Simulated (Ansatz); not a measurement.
# H2Al–AsH2⁺, doublet in cc-pVTZ: errors against UCCSDT(Q)

Geometry: that of the H2Al–AsH2, singlet, kept fixed.

```json
{"atom": "Al", "x (Å)": "0.0319", "y (Å)": "0.0000", "z (Å)": "1.7496"}
{"atom": "As", "x (Å)": "-0.0385", "y (Å)": "0.0000", "z (Å)": "-0.6783"}
{"atom": "H", "x (Å)": "0.0000", "y (Å)": "1.3773", "z (Å)": "2.5371"}
{"atom": "H", "x (Å)": "0.0000", "y (Å)": "-1.3773", "z (Å)": "2.5371"}
{"atom": "H", "x (Å)": "1.0023", "y (Å)": "1.1086", "z (Å)": "-0.7464"}
{"atom": "H", "x (Å)": "1.0023", "y (Å)": "-1.1086", "z (Å)": "-0.7464"}
```

Basis cc-pVTZ; Ansatz 0.2.0. Correlated methods freeze the noble-gas cores and the filled d shells of p-block atoms, which leaves 11 electrons in 114 orbitals. R marks a restricted (for open shells ROHF) determinant, U an unrestricted one. No spin–orbit coupling is included, and no scalar relativity.

Full CI isn't at hand for all of this; UCCSDT(Q) serves as the reference, and is uncertain by about the last step of the cluster series. The frozen core follows each run's orbitals, which can shift R against U totals by a few meV for light atoms and by up to 0.1 eV past Ca.

The UHF ⟨S²⟩ is 0.772 and the T1 diagnostic (RCCSD) is 0.0288. The largest doubles amplitude (RCCSD) is 0.044 and the T1 diagnostic (UCCSD) is 0.0190.

```tsv
level	E − E(UCCSDT(Q)) (kcal/mol)	share of correlation (%)	wall time
UHF	153.57	2.09	–
UMP2	31.39	79.99	–
UCCSD	5.47	96.52	–
UCCSD(T)	1.01	99.36	14 s (H100)
UCCSDT	0.18	99.89	–
```

The correlation energy at UCCSDT(Q), counted from RHF, is -6.802 eV. That run took 54 s on 2 threads of AMD EPYC 7R13 with a shared H100 80 GB, shared host.

Run but not shown, since their state or frozen core can't be matched to the reference's or they repeat it: RHF, RMP2, RCCSD, RCCSD(T), BCCD(T), RCCSDT, RCCSDT(Q).

Times hold each run's SCF and search for its determinant on a shared host, so for small cases they say little of a method's own cost.
